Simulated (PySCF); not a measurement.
# Spin–spin coupling constants

Bonds (- single, = double, # triple, : aromatic): C1-O2 1.428 Å, O2-C3 1.330 Å, C3=O4 1.196 Å. C1 carries H5, H6, H7; C3 carries H8.

Couplings: B3LYP/pcJ-2 in PySCF 2.14, geometry PBE0-D3(BJ)/def2-TZVP; gas phase, one conformer, non-relativistic. Couplings are averaged over pairs made equivalent by symmetry, fast rotation or ring inversion, so a value needn't be that of the named pair in this geometry, while other rotamers aren't included; one pair stands for each set, and the list holds those of at least 0.8 Hz over up to four bonds.

Isotopes: ¹³C, ¹H, ¹⁷O. Couplings to quadrupolar nuclei such as 17O and 33S are rarely resolved in practice.

```csv
pair,bonds,J (Hz)
"C1, O2",1,20.1
"C1, H5",1,151.8
"O2, C3",1,39.8
"C3, O4",1,?
"C3, H8",1,231.8
"C1, C3",2,?
"O2, O4",2,-7.4
"O2, H5",2,-6.3
"O2, H8",2,-46.1
"O4, H8",2,?
"H5, H6",2,-11.4
"C1, O4",3,?
"C1, H8",3,5.3
"C3, H5",3,4.5
"H5, H8",4,?
```

**Question.** Estimate the withheld couplings, with signs.

**Answer.** 
- ¹J(C3,O4) = 27.7 Hz (bond length 1.196 Å)
- ²J(C1,C3) = -2.8 Hz (angle at O2 115°)
- ²J(O4,H8) = -9.9 Hz (angle at C3 125°)
- ³J(C1,O4) = -2.2 Hz (dihedral angle 0°)
- ⁴J(H5,H8) = -1.0 Hz
